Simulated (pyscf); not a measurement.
H₂N–SiH₂–NH–SiH₂–NH₂ + dichlorosilane (Cl–SiH₂–Cl) → H₂N–SiH₂–NH–SiH₂–NH–SiH(Cl)–Cl + hydrogen (H₂), a four-centre exchange (singlet surface; H–N, H–Si broken, N–Si, H–H formed). Single points on ωB97X-D3(BJ)/def2-SVP structures (PySCF, gas phase). Energies in kcal/mol from the separated reactants.

Small-basis levels: PySCF, no dispersion term, spherical d functions. 

Question: Quick B3LYP/6-31G* single points give ΔE‡ = 44.9 kcal/mol and ΔE = -11.0 kcal/mol. What does ωB97M-D3(BJ)/def2-TZVP give, and how far is the quick result from it?

Answer: ωB97M-D3(BJ)/def2-TZVP gives ΔE‡ = 37.6 kcal/mol and ΔE = -15.6 kcal/mol. B3LYP/6-31G* lies 7.3 kcal/mol over it in the barrier and 4.6 kcal/mol over it in the reaction energy, so on this step it does not hold to within 3.0 kcal/mol. ωB97M-D3(BJ)/def2-TZVP has limits of its own. On the reactant side the descent ends in an adduct with a N–Si contact (not fully relaxed), 5.5 kcal/mol under the separated species and 41.4 kcal/mol under the saddle at ωB97X-D3(BJ)/def2-TZVP. What is counted as formed (N–Si) is already present as a longer contact in the reactant adduct; forming that adduct is a step of its own. At the saddle there is also a short H–Si contact that neither side keeps. One saddle was located; it need not be the lowest between these sides.
